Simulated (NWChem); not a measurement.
All runs are NWChem calculations. System: dimethyl ether (C₂H₆O), charge 0, spin multiplicity 1, at a geometry optimised with PBE0/def2-SVP. Level: B3LYP/def2-SVP, VWN1-RPA local correlation.

Input file:

```
start mol
memory heap 200 mb stack 900 mb global 1100 mb
geometry units angstroms nocenter noautoz noautosym
  C     -1.161079     0.000000    -0.188064
  O      0.000000     0.000000     0.577790
  C      1.161079     0.000000    -0.188064
  H     -1.233042    -0.895231    -0.839514
  H     -1.233042     0.895231    -0.839514
  H     -2.021460     0.000000     0.496256
  H      1.233042    -0.895231    -0.839514
  H      2.021460     0.000000     0.496256
  H      1.233042     0.895231    -0.839514
end
basis spherical
  * library def2-svp
end
dft
  xc b3lyp
  semidirect memsize 60000000 filesize 0
  iterations 100
end
task dft energy
```

Part of the output:

```
             Northwest Computational Chemistry Package (NWChem) 7.3.0
             --------------------------------------------------------

                                NWChem Input Module
                                -------------------

 Scaling coordinates for geometry "geometry" by  1.889725989
 (inverse scale =  0.529177249)

                             Geometry "geometry" -> ""
                             -------------------------

 Output coordinates in angstroms (scale by  1.889725989 to convert to a.u.)

  No.       Tag          Charge          X              Y              Z
 ---- ---------------- ---------- -------------- -------------- --------------
    1 C                    6.0000    -1.16107900     0.00000000    -0.18806400
    2 O                    8.0000     0.00000000     0.00000000     0.57779000
    3 C                    6.0000     1.16107900     0.00000000    -0.18806400
    4 H                    1.0000    -1.23304200    -0.89523100    -0.83951400
    5 H                    1.0000    -1.23304200     0.89523100    -0.83951400
    6 H                    1.0000    -2.02146000     0.00000000     0.49625600
    7 H                    1.0000     1.23304200    -0.89523100    -0.83951400
    8 H                    1.0000     2.02146000     0.00000000     0.49625600
    9 H                    1.0000     1.23304200     0.89523100    -0.83951400

 Effective nuclear repulsion energy (a.u.)      84.3016847105

            Nuclear Dipole moment (a.u.)
            ----------------------------
        X                 Y               Z
 ---------------- ---------------- ----------------
     0.0000000000     0.0000000000     0.0000151178


 Summary of "ao basis" -> "" (spherical)
 ------------------------------------------------------------------------------
       Tag                 Description            Shells   Functions and Types
 ---------------- ------------------------------  ------  ---------------------
 *                          def2-svp                  on all atoms

                                 NWChem DFT Module
                                 -----------------

 Summary of "ao basis" -> "ao basis" (spherical)
 ------------------------------------------------------------------------------
       Tag                 Description            Shells   Functions and Types
 ---------------- ------------------------------  ------  ---------------------
 C                          def2-svp                 6       14   3s2p1d
 O                          def2-svp                 6       14   3s2p1d
 H                          def2-svp                 3        5   2s1p

 Summary of "ao basis" -> "ao basis" (spherical)
 ------------------------------------------------------------------------------
       Tag                 Description            Shells   Functions and Types
 ---------------- ------------------------------  ------  ---------------------
 C                          def2-svp                 6       14   3s2p1d
 O                          def2-svp                 6       14   3s2p1d
 H                          def2-svp                 3        5   2s1p

            General Information
            -------------------
          SCF calculation type: DFT
          Wavefunction type:  closed shell.
          No. of atoms     :     9
          No. of electrons :    26
           Alpha electrons :    13
            Beta electrons :    13
          Charge           :     0
          Spin multiplicity:     1
[...]
   time(s): 0.00e+00  0.00e+00  0.00e+00  0.00e+00  0.00e+00
rate(mb/s): 0.00e+00  0.00e+00
------------------------------------------------------------

   convergence    iter        energy       DeltaE   RMS-Dens  Diis-err    time
 ---------------- ----- ----------------- --------- --------- ---------  ------
 d= 0,ls=0.0,diis     1   -154.8669734543 -2.39D+02  1.09D-02  3.57D-01     0.6
 d= 0,ls=0.0,diis     2   -154.8787445006 -1.18D-02  5.17D-03  3.14D-01     0.8
 d= 0,ls=0.0,diis     3   -154.9062659084 -2.75D-02  1.48D-03  3.78D-02     1.0
 d= 0,ls=0.0,diis     4   -154.9093552214 -3.09D-03  4.82D-04  1.85D-03     1.2
 d= 0,ls=0.0,diis     5   -154.9095586516 -2.03D-04  1.10D-04  8.37D-05     1.4
  Resetting Diis
 d= 0,ls=0.0,diis     6   -154.9095695924 -1.09D-05  7.84D-06  4.27D-07     1.7
 d= 0,ls=0.0,diis     7   -154.9095696467 -5.43D-08  1.98D-06  1.31D-08     1.9

         Total DFT energy =     -154.909569646692
      One electron energy =     -376.356927170606
           Coulomb energy =      158.812194319634
    Exchange-Corr. energy =      -21.666521506217
 Nuclear repulsion energy =       84.301684710498

 Numeric. integr. density =       26.000009323761

     Total iterative time =      1.8s

                       DFT Final Molecular Orbital Analysis
                       ------------------------------------

 Vector   11  Occ=2.000000D+00  E=-3.773516D-01
              MO Center=  2.5D-06, -1.1D-09,  5.2D-02, r^2= 3.3D+00
   Bfn.  Coefficient  Atom+Function         Bfn.  Coefficient  Atom+Function
  ----- ------------  ---------------      ----- ------------  ---------------
    53     -0.288685  6 H  s                 63      0.288685  8 H  s
     4      0.273484  1 C  px                32      0.273484  3 C  px
     6     -0.194993  1 C  pz                34      0.194993  3 C  pz
    18     -0.167652  2 O  px                54     -0.143572  6 H  s
    64      0.143572  8 H  s                 43      0.105136  4 H  s

 Vector   12  Occ=2.000000D+00  E=-3.159886D-01
              MO Center=  2.0D-06, -1.0D-08,  3.2D-01, r^2= 2.0D+00
   Bfn.  Coefficient  Atom+Function         Bfn.  Coefficient  Atom+Function
  ----- ------------  ---------------      ----- ------------  ---------------
    20      0.479202  2 O  pz                23      0.343835  2 O  pz
     6     -0.224264  1 C  pz                34     -0.224265  3 C  pz
    17      0.206857  2 O  s                 53     -0.165334  6 H  s
    63     -0.165335  8 H  s                 16      0.156848  2 O  s
    43      0.115252  4 H  s                 48      0.115252  5 H  s

 Vector   13  Occ=2.000000D+00  E=-2.567917D-01
              MO Center=  7.1D-07, -1.5D-09,  1.3D-01, r^2= 1.8D+00
   Bfn.  Coefficient  Atom+Function         Bfn.  Coefficient  Atom+Function
  ----- ------------  ---------------      ----- ------------  ---------------
    19      0.566380  2 O  py                22      0.426609  2 O  py
    43      0.179053  4 H  s                 48     -0.179053  5 H  s
    58      0.179054  7 H  s                 68     -0.179054  9 H  s
    44      0.157735  4 H  s                 49     -0.157735  5 H  s
    59      0.157735  7 H  s                 69     -0.157735  9 H  s

 Vector   14  Occ=0.000000D+00  E= 5.859416D-02
              MO Center= -4.4D-06,  3.3D-09, -6.8D-01, r^2= 6.0D+00
   Bfn.  Coefficient  Atom+Function         Bfn.  Coefficient  Atom+Function
  ----- ------------  ---------------      ----- ------------  ---------------
     3      1.547627  1 C  s                 31      1.547622  3 C  s
    44     -0.845098  4 H  s                 49     -0.845098  5 H  s
    59     -0.845095  7 H  s                 69     -0.845095  9 H  s
    54     -0.640059  6 H  s                 64     -0.640056  8 H  s
     7     -0.335010  1 C  px                35      0.335010  3 C  px

 Vector   15  Occ=0.000000D+00  E= 1.021078D-01
              MO Center=  3.3D-07, -1.2D-09, -3.1D-01, r^2= 7.8D+00
   Bfn.  Coefficient  Atom+Function         Bfn.  Coefficient  Atom+Function
  ----- ------------  ---------------      ----- ------------  ---------------
     3      2.032557  1 C  s                 31     -2.032560  3 C  s
    54     -1.027181  6 H  s                 64      1.027178  8 H  s
    44     -0.898548  4 H  s                 49     -0.898548  5 H  s
    59      0.898552  7 H  s                 69      0.898552  9 H  s
     7     -0.219635  1 C  px                35     -0.219636  3 C  px

 Vector   16  Occ=0.000000D+00  E= 1.176018D-01
              MO Center= -5.5D-06, -3.0D-09,  3.8D-01, r^2= 7.0D+00
   Bfn.  Coefficient  Atom+Function         Bfn.  Coefficient  Atom+Function
  ----- ------------  ---------------      ----- ------------  ---------------
    54      1.409258  6 H  s                 64      1.409255  8 H  s
     9     -0.715521  1 C  pz                37     -0.715518  3 C  pz
    44     -0.440542  4 H  s                 49     -0.440542  5 H  s
    59     -0.440535  7 H  s                 69     -0.440535  9 H  s
     3     -0.423153  1 C  s                 31     -0.423162  3 C  s

 center of mass
 --------------
 x =   0.00000000 y =   0.00000000 z =   0.09621078

 moments of inertia (a.u.)
 ------------------
          45.129962628800           0.000000000000           0.000000000000
           0.000000000000         200.433327320169           0.000000000000
           0.000000000000           0.000000000000         178.378433819616

     Multipole analysis of the density
     ---------------------------------

     L   x y z        total         alpha         beta         nuclear
     -   - - -        -----         -----         ----         -------
     0   0 0 0     -0.000000    -13.000000    -13.000000     26.000000

     1   1 0 0      0.000001      0.000000      0.000000      0.000000
     1   0 1 0      0.000000      0.000000      0.000000      0.000000
     1   0 0 1     -0.469839     -0.234927     -0.234927      0.000015

     2   2 0 0    -12.939613    -60.806094    -60.806094    108.672575
     2   1 1 0      0.000000      0.000000      0.000000      0.000000
     2   1 0 1      0.000001      0.000000      0.000000      0.000000
     2   0 2 0    -15.057519    -13.252737    -13.252737     11.447954
     2   0 1 1      0.000000      0.000000      0.000000      0.000000
     2   0 0 2    -15.679324    -19.279249    -19.279249     22.879174

 Task  times  cpu:        1.9s     wall:        1.9s

 Total times  cpu:        1.9s     wall:        1.9s
```
